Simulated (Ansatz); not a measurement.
Cost and result for the atomization energy of C₄H₈O (`OCC1CC1`) (13 atoms, 13 bonds).

```
atom   x (Å)   y (Å)   z (Å)
  O1  -0.385  -2.048  -0.985
  C2  -0.910  -0.826  -0.510
  C3   0.110   0.271  -0.478
  C4  -0.042   1.392   0.499
  C5   1.033   0.369   0.702
  H6   0.419  -2.230  -0.488
  H7  -1.729  -0.572  -1.187
  H8  -1.341  -0.946   0.496
  H9   0.536   0.519  -1.445
 H10   0.248   2.387   0.186
 H11  -0.895   1.364   1.167
 H12   0.897  -0.342   1.510
 H13   2.061   0.662   0.531
```

The species carries charge 0 and has multiplicity 1. All single points use the PBE0-D4/def2-TZVP geometry. It is one conformer, not always the lowest. Program: Ansatz. All runs use 4 threads of an Arm Neoverse V1 on a shared host. Times are those of one run each, without the atoms' runs, and a repeat can differ threefold. Electronic energies, without spin–orbit coupling; frozen cores. CCSD(T)/CBS adds CCSD(T) − MP2 in def2-TZVPP to the MP2 limit, and its time is that of the two runs behind it. T1 = 0.009. B3LYP takes the VWN-RPA correlation (the form of Gaussian; ORCA's B3LYP/G).

CCSD(T)/CBS is a level of theory with its own doubt, some kJ/mol a heavy atom from the limit and from the frozen cores, so smaller differences don't rank the functionals.

| level | functions | wall time |
| --- | --- | --- |
| PBE-D4/def2-TZVPP (with forces) | 267 | 2.8 s |
| PBE0-D4/def2-TZVPP | 267 | 2.9 s |
| B3LYP-D4/def2-TZVPP (with forces) | 267 | 4.8 s |
| r2SCAN-D4/def2-TZVPP (with forces) | 267 | 5.5 s |
| B2PLYP/def2-TZVPP | 267 | 6 s |
| ωB97X-V/def2-TZVPP | 267 | 8 s |
| ωB97M-V/def2-TZVPP (with forces) | 267 | 12 s |
| MP2/def2-QZVPP | 525 | 28 s |
| CCSD(T)/def2-TZVPP | 267 | 3.4 min |
| CCSD(T)/CBS(def2) | – | 3.9 min |

(1) What atomization energy does each give, and how far from CCSD(T)/CBS? (An estimate is asked.)

Results:

(1) Ansatz gave: 
```json
{"level": "PBE-D4/def2-TZVPP (with forces)", "atomization (kJ/mol)": "5350.5", "difference from CCSD(T)/CBS": "131.8", "per bond": "10.1"}
{"level": "PBE0-D4/def2-TZVPP", "atomization (kJ/mol)": "5265.5", "difference from CCSD(T)/CBS": "46.8", "per bond": "3.6"}
{"level": "B3LYP-D4/def2-TZVPP (with forces)", "atomization (kJ/mol)": "5215.0", "difference from CCSD(T)/CBS": "-3.7", "per bond": "-0.3"}
{"level": "r2SCAN-D4/def2-TZVPP (with forces)", "atomization (kJ/mol)": "5237.1", "difference from CCSD(T)/CBS": "18.4", "per bond": "1.4"}
{"level": "B2PLYP/def2-TZVPP", "atomization (kJ/mol)": "5169.7", "difference from CCSD(T)/CBS": "-49.0", "per bond": "-3.8"}
{"level": "ωB97X-V/def2-TZVPP", "atomization (kJ/mol)": "5232.3", "difference from CCSD(T)/CBS": "13.6", "per bond": "1.1"}
{"level": "ωB97M-V/def2-TZVPP (with forces)", "atomization (kJ/mol)": "5238.2", "difference from CCSD(T)/CBS": "19.5", "per bond": "1.5"}
{"level": "MP2/def2-QZVPP", "atomization (kJ/mol)": "5255.5", "difference from CCSD(T)/CBS": "36.8", "per bond": "2.8"}
{"level": "CCSD(T)/def2-TZVPP", "atomization (kJ/mol)": "5099.4", "difference from CCSD(T)/CBS": "-119.3", "per bond": "-9.2"}
{"level": "CCSD(T)/CBS(def2)", "atomization (kJ/mol)": "5218.7", "difference from CCSD(T)/CBS": "0.0", "per bond": "0.0"}
```

From PBE to PBE0 (25 % exact exchange), in def2-TZVPP and without D4, the atomization energy moves by −81.4 kJ/mol: exact exchange takes away binding that semilocal exchange gives to molecules. In def2-TZVPP, CCSD(T) changes the Hartree–Fock value by +1269.0 kJ/mol (the triples alone add +72.2 kJ/mol) and MP2 by +1355.0 kJ/mol; breaking electron pairs costs correlation energy, which Hartree–Fock lacks. The D4 term adds +33.9 kJ/mol with B3LYP and +17.8 kJ/mol with PBE0; it sums over pairs of atoms, weighted by their polarisabilities, and B3LYP, whose exchange is more repulsive, gets the larger term.
